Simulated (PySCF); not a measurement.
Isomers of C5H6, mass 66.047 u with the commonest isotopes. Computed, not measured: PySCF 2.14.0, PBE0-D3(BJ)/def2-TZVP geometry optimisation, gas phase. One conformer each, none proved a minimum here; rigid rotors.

Task: Order these by rotational constant C, smallest first.
A. `[CH2:1]=[C:2]=[CH:3][CH:4]=[CH2:5]` with C2–C3–C4–C5 180°
B. `C=CC#CC`
C. `C#CC(=C)C` (2-methyl-1-buten-3-yne)

Result: B (2043 MHz), A (2223 MHz), C (2888 MHz).

Task: Order these by dipole moment, largest first.
A. `C(C#CC)=C`
B. `C#CC(=C)C` (2-methyl-1-buten-3-yne)
C. `[CH2:1]=[C:2]=[CH:3][CH:4]=[CH2:5]` with C2–C3–C4–C5 180°

Result: A (0.68 D), B (0.54 D), C (0.25 D).

Task: Order these by rotational constant B, smallest first.
A. 2-methyl-1-buten-3-yne, `C#CC(=C)C`
B. `C=CC#CC`
C. `[CH2:1]=[C:2]=[CH:3][CH:4]=[CH2:5]` with C2–C3–C4–C5 180°

Result: B (2140 MHz), C (2335 MHz), A (4054 MHz).

```tsv
SMILES	point group	Ia (u·Å²)	Ib (u·Å²)	Ic (u·Å²)	κ	μa (D)	μb (D)	μc (D)
C=C=CC=C	Cs	14.42	216.42	227.37	-0.99	0.24	0.03	0.00
C=CC#CC	–	14.32	236.19	247.36	-0.99	0.68	0.09	0.01
C#CC(=C)C	Cs	53.43	124.67	174.99	-0.65	0.46	0.29	0.00
```
